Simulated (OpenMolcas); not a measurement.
How methods differ on PH2 (SMILES [PH2])

PH2 has 3 atoms, charge 0, and is taken as a doublet. SMILES: `[PH2]`. Geometry: relaxed at GFN2-xTB.

```jsonl
{"atom": "P", "x (Å)": "0.5145", "y (Å)": "-0.3028", "z (Å)": "0.2527"}
{"atom": "H", "x (Å)": "0.1115", "y (Å)": "1.0274", "z (Å)": "0.1724"}
{"atom": "H", "x (Å)": "-0.6260", "y (Å)": "-0.7246", "z (Å)": "-0.4251"}
```

Quantity: the energy change with the P1–H2 bond stretched from 1.392 to 2.784 Å, in eV. The values are calculated.

| level | kind | program | value (eV) | less FCI/pcseg-0 | CPU time (all runs) |
| --- | --- | --- | --- | --- | --- |
| ROHF/pcseg-0 | Hartree–Fock | OpenMolcas | 3.96 | +1.77 | 4.5 s |
| UHF/pcseg-0 | Hartree–Fock | OpenMolcas | 1.75 | -0.44 | 3.3 s |
| USVWN5/pcseg-0 | LDA | OpenMolcas | 2.87 | +0.68 | 6.6 s |
| UPBE/pcseg-0 | GGA | OpenMolcas | 2.69 | +0.50 | 8.2 s |
| U-r2SCAN/pcseg-0 | meta-GGA | OpenMolcas | 2.63 | +0.44 | 11 s |
| UM06-2X/pcseg-0 | hybrid meta-GGA | OpenMolcas | 3.22 | +1.03 | 12 s |
| UPBE0/pcseg-0 | global hybrid | OpenMolcas | 2.68 | +0.49 | 8.7 s |
| CASSCF(3,3)/pcseg-0 | multireference | OpenMolcas | 2.08 | -0.11 | 4 s |
| ROCCSD(T)/pcseg-0 | coupled cluster or CI | OpenMolcas | 2.17 | -0.02 | 4.8 s |
| FCI/pcseg-0 | exact in the basis | OpenMolcas | 2.19 | 0.00 | 7.8 s |

FCI/pcseg-0 is exact within its basis and frozen core, so for wave-function methods in that basis the difference is their error; functionals converge differently with the basis, so for them it is only a difference. The first shape isn't each level's own minimum. The values span 1.75 to 3.96 eV. Spin contamination of the reference (⟨S²⟩ at least 0.1 too high) touches UHF/pcseg-0, USVWN5/pcseg-0, UPBE/pcseg-0, U-r2SCAN/pcseg-0, UM06-2X/pcseg-0, UPBE0/pcseg-0. All rows use very small basis sets, so even the best lies far from the true value. CPU times are rough (shared hosts, several kinds of processor): they show what a rung costs within a factor of a few.
